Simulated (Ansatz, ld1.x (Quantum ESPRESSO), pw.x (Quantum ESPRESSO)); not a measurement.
# Nb (bcc): variants of one TM potential in the solid

* Element: Nb
* Generator: ld1.x (Quantum ESPRESSO) 7.5
* Type: norm-conserving Troullier–Martins (Kleinman–Bylander form)
* Functional: PBE
* Relativity: scalar-relativistic
* Frozen core: [Kr]
* Valence charge: 5
* Reference configuration: 4d4 5s1 5p0
* Partial waves: 5s (bound): rc 2.70 bohr; 4d (bound): rc 2.65 bohr; 5p (bound, empty): rc 4.20 bohr
* Local potential: the p channel
* Core correction: a·sin(br)/r model core inside 1.70 bohr

Crystal test: bcc Nb in pw.x 7.5, no spin, 14³ k-points, Fermi–Dirac smearing 0.01 Ry, cutoffs set for each file from its atomic test. The reference is all-electron LAPW (Ansatz 0.2.0) with the same functional, mesh and smearing; V0 and B0 come from Birch–Murnaghan fits to the pressures at five volumes. Errors are pseudo minus all-electron; Δ is the rms difference of the E(V) curves that follow from these fits, minima aligned, over ±6 % about the mean V0. Mesh and smearing are coarse, so the numbers serve the comparison and aren't converged zero-temperature values; the lattice is a test structure that the element need not adopt.

All-electron: a0 = 3.314 Å (V0 = 18.20 Å³/atom), B0 = 167.9 GPa.

Base: The largest radius (4.20 bohr) exceeds half the bond length (2.71 bohr), so the spheres overlap, which is one possible source of error among others. This is a poor potential for the solid. Atomic configuration tests: 2 of 7 tests not solved or not reliable. The logarithmic derivative shows an extra or strongly shifted pseudo pole above the reference energy (s near 1.24 Ry).

A dash in a converged row means that the minimum lies outside the volumes sampled.

```tsv
change	cutoffs (Ry)	pw.x	a0 (Å)	a0 error (%)	B0 error (%)	Δ (meV/atom)	mean pressure error (GPa)
base	50/200	converged	–	–	–	–	+23.75
wave 5p (bound): rc 4.20 bohr becomes 5p (bound): rc 3.02 bohr	50/200	converged; bound ghost	–	–	–	–	+22.08
wave 5p (bound): rc 4.20 bohr becomes 5p (bound): rc 3.64 bohr	50/200	converged	–	–	–	–	+25.98
wave 5p (bound): rc 4.20 bohr becomes 5p (bound): rc 4.30 bohr	50/200	converged	–	–	–	–	+22.79
wave 5p (bound): rc 4.20 bohr becomes 5p (bound): rc 5.30 bohr	50/200	converged	–	–	–	–	+12.16
```

Problem. Give the row for: wave 5p (bound): rc 4.20 bohr becomes 5p (bound): rc 5.92 bohr.

Solution. pw.x: converged; mean pressure error (GPa): +8.96; a0 (Å): 3.349; a0 error (%): +1.05; B0 error (%): +46.8; Δ (meV/atom): 29.6.
